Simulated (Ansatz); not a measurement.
Candidates: rutile TiO2, α-quartz (SiO2), anatase TiO2 (metastable phase), corundum (α-Al2O3), corundum Ga2O3 (metastable phase), A-type hexagonal La2O3. Level: r²SCAN (Ansatz, a program for electronic structure, PAW).

Ansatz's runs of these crystals have no spin polarisation.

Spin–orbit coupling is left out, also for the solids with elements from indium on (A-type hexagonal La2O3); its size isn't shown.

Each level is taken at its own relaxed cell. Ansatz's density-functional and Hartree–Fock values are scalar-relativistic unless marked +SOC, with PAW data made under PBE.

**Question.** Which of them have a computed elastic constant C66 between 89 and 200 GPa?

**Answer.** corundum (α-Al2O3), corundum Ga2O3 (metastable phase). The values: rutile TiO2 236 GPa; α-quartz (SiO2) 38.8 GPa; anatase TiO2 (metastable phase) 64.8 GPa; corundum (α-Al2O3) 168 GPa; corundum Ga2O3 (metastable phase) 113 GPa; A-type hexagonal La2O3 42.7 GPa.
